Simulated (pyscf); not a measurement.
## Elimination: F–CH₂–SiH₃ → F–CH=SiH₂ + H₂

Gas phase, singlet surface, charge 0. Bonds broken: C2–H5, Si4–H6. Bonds formed: H5–H6. Single points on ωB97X-D3(BJ)/def2-SVP structures (PySCF, gas phase).

Transition state (Å):

```xyz
8

F      1.2623    -0.9934     0.2670
C      0.1697    -0.2095     0.2733
H      0.1859     0.4720     1.1335
Si    -0.7294     0.2154    -1.2326
H     -1.4554    -0.0205     0.6384
H     -1.7516     0.7544     0.2178
H      0.0758     0.3674    -2.4982
H     -1.9829    -0.4791    -1.6211
```

One imaginary mode, 1003i cm⁻¹; descent along it reached the two sides named.

| bond | change | reactant side (Å) | saddle | product side |
|---|---|---|---|---|
| C2–H5 | breaks | 1.105 | 1.676 | 3.9 |
| Si4–H6 | breaks | 1.493 | 1.854 | 3.4 |
| H5–H6 | forms | 3.1 | 0.930 | 0.761 |

Electronic energies relative to the reactant's lowest minimum found (kcal/mol):

| level | barrier | reaction energy | reverse barrier |
|---|---|---|---|
| ωB97X-D3(BJ)/def2-TZVP | 94.6 | +62.2 | 32.5 |
| PBE/def2-TZVP | 79.2 | +53.7 | 25.6 |
| r²SCAN/def2-TZVP | 85.1 | +56.8 | 28.3 |
| B3LYP-D3(BJ)/def2-TZVP | 88.3 | +56.7 | 31.6 |
| PBE0-D3(BJ)/def2-TZVP | 87.6 | +60.0 | 27.6 |
| M06-2X/def2-TZVP | 92.0 | +58.4 | 33.6 |
| ωB97M-D3(BJ)/def2-TZVP | 90.8 | +59.4 | 31.4 |
| HF/def2-TZVP | 114.4 | +66.9 | 47.5 |

With ωB97M-D3(BJ)/def2-TZVP energies and thermal terms (ideal gas, 1 atm, RRHO with modes under 100 cm⁻¹ raised to 100, one conformer, R ln 2 for chiral ones without a mode under 150 cm⁻¹), in kcal/mol:

```
T (K)   ΔH‡   ΔG‡     ΔH     ΔG
-----  ----  ----  -----  -----
298    86.5  86.7  +54.2  +45.8
600    86.4  86.9  +55.3  +36.7
900    86.3  87.1  +55.4  +27.4
1200   86.2  87.4  +55.1  +18.0
```

The same reactants have a lower exit, to F–SiH₃ + CH₂ [singlet] (barrier +77.6 kcal/mol at ωB97M-D3(BJ)/def2-TZVP, against +90.8 kcal/mol here). One saddle was located; it need not be the lowest between these sides.
